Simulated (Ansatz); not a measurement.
For rock-salt BaO, LDA (Ansatz, an electronic-structure program, PAW) gives:

* **lattice constant a**: 5.434 Å
* **bulk modulus**: 85.9 GPa
* **cohesive energy**: 5.86 eV/atom

Problem. What does HSE06-D3(BJ) in Ansatz (PAW) give for the same quantities?

Solution. 
- lattice constant a: 5.462 Å (goes up by 0.5 %)
- bulk modulus: 82.9 GPa (drops by 3.5 %)
- cohesive energy: 5.17 eV/atom (decreases by 0.69 eV/atom)

For comparison: lattice constant a 5.54 Å (measured, 300 K, no zero-point or thermal correction; as tabulated in Santana et al. (2016), arXiv:1608.06321); bulk modulus 74.1 GPa (measured, 300 K, no zero-point or thermal correction; as tabulated in Santana et al. (2016), arXiv:1608.06321); cohesive energy 5.08 ± 0.03 eV/atom (worked out here from tabulated enthalpies at 298 K, copied from a table, unchecked, brought to a static lattice with a Debye model, atoms in their spin–orbit ground levels; inputs from the CRC Handbook).

Changes are worked out from the printed values.

Unless a cell is named, each level is at its own relaxed cell (LDA 20.06, HSE06-D3(BJ) 20.37 Å³/atom).

Ansatz's density-functional and Hartree–Fock values are scalar-relativistic unless marked +SOC, with PAW data made under PBE.
